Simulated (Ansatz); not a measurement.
in.yaml

```yaml
crystal:
  periodic: [false, false, false]
  atoms:
    - {symbol: Al, position_ang: [0.000000, 0.000000, -0.203195]}
    - {symbol: Al, position_ang: [0.000000, 0.000000, -2.563611]}
    - {symbol: H, position_ang: [0.000000, 0.000000, 2.766805]}
basis:
  gaussian: {orbitals: 6-31G}
magnetization: {spin_polarized: false, initial_magnetization: 3}
correlation: {method: fic_mrcisd_q, electrons: outside_noble_gas, active_space: {window: {electrons: 5, orbitals: 5}}}
```

```sh
$ ansatz run in.yaml --threads 1 --pin off --events-out ev --progress --plain --max-ram 2393MiB
```

Output:

```
308 factors; integrals over basis functions are off by at most 1.3e-4 eV
mean field evaluation 1: about -13175.0128 eV, gradient 4.7e0 eV
mean field evaluation 2: about -13175.0194 eV, gradient 4.7e0 eV
mean field evaluation 4: about -13175.7922 eV, gradient 1.3e0 eV
mean field evaluation 8: about -13175.8160 eV, gradient 1.7e-1 eV
mean field evaluation 16: about -13175.6100 eV, gradient 2.6e-1 eV
mean field evaluation 32: about -13175.8214 eV, gradient 2.5e-1 eV
mean field evaluation 64: about -13175.6131 eV, gradient 1.2e-2 eV
mean field -13175.81672082 eV, -484.2023336008 hartree, gradient 9.5e-7 eV, S^2 3.750000; 9 other end points of the search recorded, 0 dependent functions left out
reference -13175.81672082 eV, -484.2023336008 hartree; 15, 12 occupied and 13, 16 virtual orbitals, 308 factors
state -13176.44947257 eV, -484.2255867986 hartree
contracted CI cycle   1: correlation 0.00000000 eV, 0.0000000000 hartree, residual 5.93e0 eV
contracted CI cycle   2: correlation -1.61818223 eV, -0.0594671001 hartree, residual 1.34e0 eV
contracted CI cycle   3: correlation -1.70312844 eV, -0.0625888157 hartree, residual 4.23e-1 eV
contracted CI cycle   4: correlation -1.71080206 eV, -0.0628708159 hartree, residual 1.74e-1 eV
contracted CI cycle   5: correlation -1.71191131 eV, -0.0629115801 hartree, residual 7.29e-2 eV
contracted CI cycle   6: correlation -1.71210863 eV, -0.0629188315 hartree, residual 3.52e-2 eV
contracted CI cycle   7: correlation -1.71215599 eV, -0.0629205721 hartree, residual 1.65e-2 eV
contracted CI cycle   8: correlation -1.71216598 eV, -0.0629209392 hartree, residual 6.38e-3 eV
contracted CI cycle   9: correlation -1.71216742 eV, -0.0629209920 hartree, residual 2.19e-3 eV
contracted CI cycle  10: correlation -1.71216758 eV, -0.0629209980 hartree, residual 7.10e-4 eV
state -13176.44947257 eV, -484.2255867986 hartree; corrected -13178.33567476 eV, -484.2949034508 hartree
Total energy: -13178.33567476 eV, -484.2949034508 hartree
```

Natural occupations: 1.7867 1.0000 1.0000 1.0000 0.2133.

For the same geometry and basis full CI lies 20.0 meV lower.

Ran on 1 thread of Intel Xeon, shared host: 4.9 s wall, 0.19 GiB peak host memory.
